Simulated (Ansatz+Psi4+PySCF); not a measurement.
## doublet C₂H₂F: levels of theory in one basis

```xyz
5

C     0.0047    0.4569    0.0034
C     1.1933   -0.1432   -0.0199
F    -1.1575   -0.2747    0.0177
H    -0.2019    1.5015   -0.0120
H     2.0884    0.4470   -0.0030
```

Basis set: cc-pVTZ (spherical functions). Left uncorrelated: 3 orbitals. Correlation on ROHF uses semicanonical orbitals with singles. Charge 0, multiplicity 2.

Computed with Ansatz (development build ahead of 0.2.0) and Psi4 1.11; each method stands on the lowest determinant of its kind that the runs found.

| method | E − E(ROHF) (eV) | <S²> of the determinant |
| --- | --- | --- |
| ROHF | 0.00 | 0.75 |
| UHF | -0.27 | 1.01 |
| ROHF-MP2 | -14.73 | – |

**Question.** What does UHF-MP2 give on the same scale?

**Answer.** -14.44 eV.

Caution for UHF, UHF-MP2: the unrestricted determinant is spin contaminated.
